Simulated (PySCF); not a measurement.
**Working out the ionisation energy of Al**

Al [Ne] 3s2 3p1 (2P) → Al⁺ [Ne] 3s2 (1S). Calculation: PySCF 2.14, in cc-pVDZ-DK (4s3p1d, 18 functions); scalar relativity by spin-free X2C-1e. Frozen: [Ne]. Energies in hartree (1 hartree = 27.21139 eV):

```
            part   Al (lower)  Al⁺ (upper)
             UHF  -242.308433  -242.103608
CCSD correlation    -0.047005    -0.038401
             (T)    -0.000680     0.000000
```

**Question.** What does Hartree-Fock give?

**Answer.** (-242.103608) − (-242.308433) = 0.204825 hartree = 5.574 eV.

**Question.** What do CCSD and CCSD(T) give?

**Answer.** The CCSD correlation energies differ by 0.008604 hartree = 0.234 eV and the triples by 0.000680 hartree = 0.019 eV, so CCSD gives 5.808 eV and CCSD(T) 5.827 eV.

Measured between the centres of the two terms (NIST): 5.977 eV, so CCSD(T) (valence) is off by -0.150 eV.

A double-zeta basis recovers only part of the correlation energy.

What remains against the reference includes basis incompleteness, the frozen core and higher excitations.
